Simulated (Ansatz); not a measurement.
`Cc1cccs1`, charge 0, multiplicity 1.

Give a relaxed structure at PBE0-D4/def2-TZVP (Ansatz 0.2.0). (Estimate.)

Ansatz gave: 
```xyz
12

C     0.369   -1.926   -0.402
C    -0.017   -0.529   -0.060
C     0.709    0.614   -0.225
C     0.033    1.781    0.212
C    -1.205    1.509    0.707
S    -1.543   -0.163    0.640
H     1.373   -1.935   -0.830
H    -0.312   -2.368   -1.134
H     0.373   -2.575    0.477
H     1.705    0.615   -0.651
H     0.449    2.779    0.160
H    -1.934    2.198    1.106
```
Point group Cs.
This is one stationary point; other conformers may exist.
